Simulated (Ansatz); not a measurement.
For graphite, LDA in Ansatz (plane waves, PAW) gives:

| Item | Value |
|---|---|
| lattice constant a | 2.445 Å |
| lattice parameter c | 6.653 Å |

Task: What does HSE06-D3(BJ) in Ansatz (plane waves, PAW) give for the same quantities?

Result: 
- lattice constant a: 2.449 Å (rises by 0.2 %)
- lattice parameter c: 6.725 Å (increases by 1.1 %)

For comparison: lattice constant a 2.461 Å (measured, 300 K, no zero-point or thermal correction, our sources range from 2.456 to 2.461; as tabulated in Wikipedia's data pages); lattice parameter c 6.67 Å (measured, low temperature, zero-point motion not removed; as tabulated in Berland et al. (2010), arXiv:1007.3305).

Changes are worked out from the printed values.

Unless a cell is named, each level is at its own relaxed cell (LDA 8.61, HSE06-D3(BJ) 8.73 Å³/atom).

Caveats: LDA has no dispersion term either, though it tends to give short spacings of layers, chains or molecules (LDA); exact exchange on metals is sensitive to the k mesh and can open a false gap (HSE06-D3(BJ)). Ansatz's density-functional and Hartree–Fock values are scalar-relativistic unless marked +SOC, with PAW data made under PBE.

Ansatz is a first-principles code.
